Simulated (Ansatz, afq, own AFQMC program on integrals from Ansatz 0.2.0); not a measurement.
Integrals from Ansatz 0.2.0, then the random walk in our own AFQMC program (afq).

```yaml
crystal:
  periodic: [false, false, false]
  atoms:
    - {symbol: Al, position_ang: [0.000000, -0.081048, 0.000000]}
    - {symbol: H, position_ang: [0.000000, 1.084792, -1.232881]}
    - {symbol: H, position_ang: [0.000000, 1.084792, 1.232880]}
basis:
  gaussian: {orbitals: "6-31++G**"}
total_charge: -1
magnetization: {spin_polarized: true, initial_magnetization: 2}
correlation: {method: ccsd_t, electrons: outside_noble_gas, hamiltonian_folder: ham}
```

```sh
$ ansatz run in.yaml --threads 1 --pin off --events-out ev --progress --plain --max-ram 1843MiB
```

afq runs on the folder ham with

```
--method free --trial cisd --walkers 50 --time-step 0.05 --max-blocks 30 --target-error 0.00058 --factor-cut 0.001 --seed 4460 --times 0.0,0.4,0.8,1.6,2.4 --taylor-order 6
```

Times are imaginary, in 1/Eh. The walk had a cap of 202 s.

Output of the walk:

```
orbitals 30  electrons 4 2  factors 134 of 295
reference energy -242.99941456 Eh
CCSD correlation -0.07643004 Eh in 10 cycles, weight of the determinant in the CISD state 0.9386
repeat  energy at the last time / Eh  error
    10  -243.078000  0.000185
    20  -243.077901  0.000102
    30  -243.077756  0.000104
time / (1/Eh)  energy / Eh  error  mean overlap
  0.00  -243.075818  0.000037  1.0650
  0.40  -243.076902  0.000054  1.0662
  0.80  -243.077329  0.000067  1.0751
  1.60  -243.077672  0.000076  1.0836
  2.40  -243.077756  0.000104  1.1024
energy -243.077756 +/- 0.000104 Eh
```

The run passed its tests (error under three times the target), which doesn't prove that it has relaxed.

Against this walk (error 2.8 meV) on the same determinant: CCSD(T) 7.1 meV higher, CCSDT(Q) 9.3 meV lower, full CI (a separate run on its own orbitals, whose frozen core shifts it by up to a few meV) 8.9 meV lower. The error is statistical, and a free projection of finite length keeps a remainder of its start. The projection is still falling at its last time (meV from the last point: 52.8 ± 1.0 at 0.00, 23.3 ± 1.5 at 0.40, 11.6 ± 1.8 at 0.80, 2.3 ± 2.1 at 1.60, 0 ± 3 at 2.40), so its energy is a cut-off value, and the gaps above aren't errors of the other methods.

Cautions: remainder of the start not in the error; another spin lies lower (by 830 meV); at this level and basis the anion state lies above a neutral one; full CI with its own frozen core; the coarse factor cut changes the integrals a little; the time-step error isn't removed.

The walk took 6.9 s on 1 thread of Intel(R) Xeon(R) 6975P-C (Granite Rapids) (shared host). The log's last line is the free-projection energy.

CCSDT and higher add their correlation energy to the determinant of the CCSD(T) run, since their own runs factorise the integrals more tightly (a shift of under 2 meV). A walk keeps the symmetry of its determinant, which the program's search chose and which needn't be the lowest solution, so a lower state of the same spin and another symmetry isn't excluded.
